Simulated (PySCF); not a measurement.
Lewis adducts of Ga(H)3. Isolated molecules, 0 K electronic values unless said otherwise. One relaxed conformer stands for each flexible species; it need not be the lowest. Strings in code marks are SMILES.

Method: PBE0-D3(BJ)/def2-TZVP // PBE0-D3(BJ)/def2-SVP (PySCF 2.14.0). All candidates: neutral, multiplicity 1. Delta-SCF ions had no search for a lower state. 

- HOMO: -8.90 eV
- vertical ionisation energy (Delta-SCF): 12.53 eV
- dipole moment: 2.10 D

Q: Say which member has these values.
A. `O`
B. `[GaH3]`
C. `S`
D. [Ga(H)3(NCH)]

A: A, `O`. The others give `[GaH3]`: -8.59 eV, 11.14 eV, 0.00 D; [Ga(H)3(NCH)]: -7.58 eV, 9.89 eV, 5.92 D; `S`: -7.48 eV, 10.33 eV, 1.16 D
